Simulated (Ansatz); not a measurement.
Ideal-gas functions of BH6NSi (`BN[SiH3]`) at 400 K and 1 bar, from an Ansatz frequency run at PBE0-D4/def2-TZVP.

Molar mass 58.95 g/mol, point group Cs (symmetry number 1), electronic degeneracy 1, moments of inertia 14.732, 90.898, 99.815 u Å². Harmonic wavenumbers (cm⁻¹, unscaled): 81, 286, 312, 673, 709, 739, 808, 937, 942, 972, 973, 1018, 1173, 1278, 1410, 2221, 2225, 2266, 2569, 2651, 3590.

Use S(trans) = R[1.5 ln M + 2.5 ln T − 1.1517]; rotational temperatures θ = 24.2544 K / I; S(rot) = R[ln(√π/σ · √(T³/θAθBθC)) + 1.5]; for each mode x = 1.438777 ν̃/T, S = R[x/(eˣ − 1) − ln(1 − e⁻ˣ)] and H = RT x/(eˣ − 1); 1 cm⁻¹ = 0.0119627 kJ/mol; R = 8.31446 J/(mol·K).

Q: By hand: the entropy, in J/(mol·K).

A: Translation 165.8. Rotation: θ = 1.6464, 0.2668, 0.243 K, giving 101.3. Vibration, mode by mode: 18.60, 8.44, 7.78, 2.74, 2.47, 2.27, 1.87, 1.29, 1.27, 1.16, 1.16, 1.02, 0.65, 0.47, 0.32, 0.03, 0.03, 0.02, 0.01, 0.01, 0.00, in all 51.6. Electronic 0.0. Sum 318.7 J/(mol·K).

Q: By hand: H − E and G − E in kJ/mol, counted from the electronic energy.

A: Zero-point energy ½ × 27833 × 0.0119627 = 166.5; thermal vibration 11.6; translation, rotation and pV give 4 RT = 13.3. H − E = 191.4 kJ/mol, and G − E = 191.4 − 400 × 318.7/1000 = 63.9 kJ/mol.

Vibration gives 16 % of the entropy, 18.6 J/(mol·K) of it from the mode under 150 cm⁻¹: soft modes count most, and the harmonic formula is weakest for them.
